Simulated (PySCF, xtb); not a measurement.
fluorine (F2), SMILES FF.

Harmonic wavenumbers (cm⁻¹) from GFN2-xTB (xtb 6.7.1) at its own minimum, in rising order: 703.

Task: What does r2SCAN-D4/def2-TZVPD (PySCF 2.14.0) give at its own minimum? (The exact figures need the calculation; the answer reports its results.)

Result: 1046. Paired by order, the mean absolute difference is 343 cm⁻¹ and the zero-point energies are 1.0 and 1.5 kcal/mol.
